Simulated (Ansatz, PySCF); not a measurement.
System: C$_{3}$H$_{5}$, net charge -1, singlet state. It need not be the lowest isomer of its formula. Whether it binds its extra electron was not tested at this geometry. 
Structure (B3LYP-D3(BJ)/def2-TZVP (Ansatz, a program for electronic structure) minimum search):
```
C
C 1 1.3896
H 2 1.0838 1 120.97
H 2 1.0870 3 117.12 1 -180.00
C 1 1.3896 2 132.66 3 -180.00
H 5 1.0838 1 120.97 2 -180.00
H 5 1.0870 6 117.12 1 -180.00
H 1 1.0970 2 113.67 3 0.00
```
Charge -1, spin multiplicity 1.

Total electronic energies in hartree. Cores are frozen in the correlated levels unless marked. No spin-orbit coupling. Non-relativistic unless marked X2C. CBS(X,Y): correlation extrapolated as X^-3; Hartree-Fock from the larger set. [CCSD(T)-MP2]/basis is that difference in the basis named.

```tsv
level	program	energy (Eh)
RI-HF/aug-cc-pVQZ	Ansatz	-116.47482
SVWN5/def2-TZVPD	Ansatz	-116.20368
BLYP/def2-TZVPD	Ansatz	-117.25482
BLYP/def2-TZVPD	PySCF	-117.25491
BP86-D3(BJ)/def2-TZVPD	PySCF + dftd3	-117.32386
r2SCAN/def2-TZVPD	Ansatz	-117.23557
B97M-V/def2-TZVPD	Ansatz	-117.31394
B3LYP-D3(BJ)/def2-TZVPD	Ansatz + dftd3	-117.33119
PBE0-D4/def2-TZVP	Ansatz + dftd4	-117.16166
TPSSh-D3(BJ)/def2-TZVPD	PySCF + dftd3	-117.32694
r2SCAN0-D4/def2-TZVPD	Ansatz + dftd4	-117.22306
MN15/def2-TZVPD	PySCF	-117.15392
LC-wPBE/def2-TZVPD	Ansatz	-117.22564
B2GP-PLYP-D3(BJ)/def2-TZVPD	Ansatz + dftd3	-117.17038
RI-MP2/cc-pVTZ	Ansatz	-116.98060
SCS-MP2/6-31G	Ansatz	-116.62719
SCS-MP2/aug-cc-pVTZ	Ansatz	-117.00393
CCSD/aug-cc-pVDZ	Ansatz	-116.92231
CCSD(T)/cc-pVDZ	Ansatz	-116.89297
CCSD(T)/aug-cc-pVTZ	Ansatz	-117.05369
CCSD(T)/cc-pwCVTZ	Ansatz	-117.03858
X2C-CCSD(T)/cc-pVTZ-DK	Ansatz	-117.07588
RI-MP2/CBS(aug-cc-pVTZ,aug-cc-pVQZ)+[CCSD(T)-MP2]/aug-cc-pVTZ	Ansatz	-117.1087
```

Totals of different functionals don't rank their quality; only differences between species are comparable.
